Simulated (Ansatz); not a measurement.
## C2H5B, SMILES BC=C: a composite energy at a relaxed geometry

Program: Ansatz 0.2.0 through its Python package.

Contents of `c2h5b.xyz`:
```text
8

B    -0.60750    0.83750   -0.68810
C     0.30490    0.24120    0.35570
C     0.41100   -1.07750    0.45420
H    -1.21610    0.21070   -1.43100
H    -0.75040    2.05020   -0.79030
H     0.87650    0.91480    1.00810
H    -0.08440   -1.75840   -0.16700
H     1.15820   -1.47570    1.20270
```

Script `composite.py`:
```python
'''Relax C2H5B cheaply, then refine its energy.'''

import itertools
import warnings

import ansatz as az
from ase.data import atomic_numbers, covalent_radii
import numpy as np


def main() -> None:
    warnings.simplefilter('ignore', az.DeckWarning)

    mol = az.Crystal.molecule_from_extxyz('c2h5b.xyz')

    calc = (
        mol.calculation()
        .basis(gaussian='def2-SVP')
        .functional('b3lyp', dispersion='d3bj')
    )
    symbols = [site.symbol for site in mol.cartesian_sites]
    start = np.array([site.position_ang for site in mol.cartesian_sites], dtype=float)
    rep = calc.relax(force_tolerance=0.01).run().report
    end = np.array(rep['positions_ang'])
    # pairs closer than 1.2 times the sum of covalent radii, before or after
    radius = [covalent_radii[atomic_numbers[s]] for s in symbols]
    span = lambda where, i, j: np.linalg.norm(where[i] - where[j])
    bonded = [(i, j) for i, j in itertools.combinations(range(len(symbols)), 2) if min(span(start, i, j), span(end, i, j)) < 1.2 * (radius[i] + radius[j])]
    print('pair        before    after (A)')
    for i, j in bonded:
        print(f'{symbols[i]}{i}-{symbols[j]}{j}'.ljust(10), f'{span(start, i, j):8.4f} {span(end, i, j):8.4f}')

    minimum = az.Crystal.molecule()
    for symbol, place in zip(symbols, end):
        minimum = minimum.atom(symbol, place.tolist())
    at_minimum = minimum.calculation()
    # MP2 extrapolated to the basis limit, plus the small-basis difference CCSD(T) - MP2
    level = lambda method, basis: at_minimum.basis(gaussian=basis).correlation(method).run().report
    small, large, cluster = level('mp2', 'cc-pVDZ'), level('mp2', 'cc-pVTZ'), level('ccsd_t', 'cc-pVDZ')
    corr = lambda each: (each['free_energy_ev'] - each['reference_energy_ev']) / 27.211386246
    mp2_limit = (27 * corr(large) - 8 * corr(small)) / 19
    pieces = {'HF / cc-pVTZ': large['reference_energy_ev'] / 27.211386246, 'MP2 correlation, DZ-TZ limit': mp2_limit, 'CCSD(T) - MP2 / cc-pVDZ': corr(cluster) - corr(small)}
    for name, value in pieces.items():
        print(f'{name:32s} {value:14.6f} Ha')
    print(f'{"sum":32s} {sum(pieces.values()):14.6f} Ha')
    print('T1 diagnostic', round(cluster['correlation']['coupled_cluster']['t1_diagnostic'], 4))


if __name__ == '__main__':
    main()
```

```console
$ python composite.py
pair        before    after (A)
B0-C1        1.5092   1.5419
B0-H3        1.1468   1.2091
B0-H4        1.2254   1.2074
C1-C2        1.3266   1.3495
C1-H5        1.0982   1.0977
C2-H6        1.0464   1.0958
C2-H7        1.1301   1.0966
HF / cc-pVTZ                        -103.326023 Ha
MP2 correlation, DZ-TZ limit          -0.459660 Ha
CCSD(T) - MP2 / cc-pVDZ               -0.054825 Ha
sum                                 -103.840508 Ha
T1 diagnostic 0.0102
```

Total energies depend on the basis set; only differences at equal settings carry meaning. The sum leaves out core correlation, relativity, the Hartree-Fock basis error and zero-point energy; a DZ-TZ extrapolation is rough. b3lyp holds the VWN-RPA fit, as in Gaussian; the form of ORCA and Turbomole is b3lyp5. Inner cores stay frozen, so this is valence correlation. An extrapolation from small basis sets is rough. Hardware and time: 20 s on 1 thread of Intel(R) Xeon(R) Platinum 8488C (Sapphire Rapids) (shared host), peak memory 0.32 GiB.

(A comment or docstring line of the script was reworded after the run, the code is as it ran; lines on the test bed's own set-up are left out of the output.)
